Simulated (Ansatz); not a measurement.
**Stretch profile**

CH$_{3}$FSi (SMILES FC=[SiH2]), closed shell, at its PBE0-D4/def2-TZVP minimum:

```json
{"atom": "F1", "x (Å)": "-0.5433", "y (Å)": "-1.6573", "z (Å)": "0.9268"}
{"atom": "C2", "x (Å)": "-0.2443", "y (Å)": "-0.8406", "z (Å)": "-0.0954"}
{"atom": "Si3", "x (Å)": "0.2355", "y (Å)": "0.8038", "z (Å)": "0.0569"}
{"atom": "H4", "x (Å)": "-0.3389", "y (Å)": "-1.3388", "z (Å)": "-1.0574"}
{"atom": "H5", "x (Å)": "0.5239", "y (Å)": "1.5416", "z (Å)": "-1.1850"}
{"atom": "H6", "x (Å)": "0.3670", "y (Å)": "1.4914", "z (Å)": "1.3541"}
```

The bond length Si3–H6 (1.474 Å at the minimum) is set to the values below, the two halves moving rigidly along the bond. Each method's energies count from its own value at the PBE0-D4 minimum structure. Computed with Ansatz 0.2.0 (basis: def2-TZVPP); correlated methods freeze the cores. B3LYP uses VWN-RPA correlation.

```json
{"bond length (Å)": "1.209", "CCSD(T) (kJ/mol)": "94.4", "HF (kJ/mol)": "92.8", "PBE-D4 (kJ/mol)": "99.6", "r2SCAN-D4 (kJ/mol)": "95.6"}
{"bond length (Å)": "1.271", "CCSD(T) (kJ/mol)": "49.4", "HF (kJ/mol)": "47.7", "PBE-D4 (kJ/mol)": "53.8", "r2SCAN-D4 (kJ/mol)": "50.5"}
{"bond length (Å)": "1.362", "CCSD(T) (kJ/mol)": "12.5", "HF (kJ/mol)": "11.2", "PBE-D4 (kJ/mol)": "15.1", "r2SCAN-D4 (kJ/mol)": "13.2"}
{"bond length (Å)": "1.468", "CCSD(T) (kJ/mol)": "0.0", "HF (kJ/mol)": "-0.1", "PBE-D4 (kJ/mol)": "0.1", "r2SCAN-D4 (kJ/mol)": "0.0"}
{"bond length (Å)": "1.586", "CCSD(T) (kJ/mol)": "10.7", "HF (kJ/mol)": "12.9", "PBE-D4 (kJ/mol)": "7.7", "r2SCAN-D4 (kJ/mol)": "9.7"}
{"bond length (Å)": "1.713", "CCSD(T) (kJ/mol)": "39.2", "HF (kJ/mol)": "45.0", "PBE-D4 (kJ/mol)": "32.7", "r2SCAN-D4 (kJ/mol)": "37.2"}
{"bond length (Å)": "1.848", "CCSD(T) (kJ/mol)": "79.4", "HF (kJ/mol)": "90.6", "PBE-D4 (kJ/mol)": "68.9", "r2SCAN-D4 (kJ/mol)": "76.4"}
{"bond length (Å)": "1.989", "CCSD(T) (kJ/mol)": "125.4", "HF (kJ/mol)": "143.9", "PBE-D4 (kJ/mol)": "111.9", "r2SCAN-D4 (kJ/mol)": "122.3"}
{"bond length (Å)": "2.137", "CCSD(T) (kJ/mol)": "173.5", "HF (kJ/mol)": "201.7", "PBE-D4 (kJ/mol)": "158.3", "r2SCAN-D4 (kJ/mol)": "171.4"}
```

Minimum and curvature along this coordinate at CCSD(T): A fifth-order fit through the nearest points gives 1.469 Å, with a curvature of about 19 eV/Å².

Q: Treat the two halves as rigid bodies and work out the harmonic wavenumber of this stretch from that curvature (ν̃ = 521.5 √(k/μ) cm⁻¹ with k in eV/Å² and μ in u).

A: The halves weigh 61.11 and 1.01 u, so μ = 61.11 × 1.01/62.12 = 0.994 u and ν̃ = 521.5 √(19/0.994) ≈ 2300 cm⁻¹. A true normal mode mixes in other motions, so this is a guide only.

Largest difference from the CCSD(T) curve over the scan: PBE0-D4 2.4; B3LYP-D4 1.9; wB97M-V 9.7; MP2 15.4 kJ/mol. Each curve counts from its own value at the minimum.

The T1 diagnostic stays at or below 0.018. The restricted Hartree–Fock reference is unstable towards an unrestricted one here.

For scale, one of the runs: CCSD(T)/def2-TZVPP, 146 basis functions (an equivalent command: `ansatz run in.yaml --threads 2`). The run took 11 s on 2 CPU threads (shared host), with 0.88 GiB of host memory at its peak.
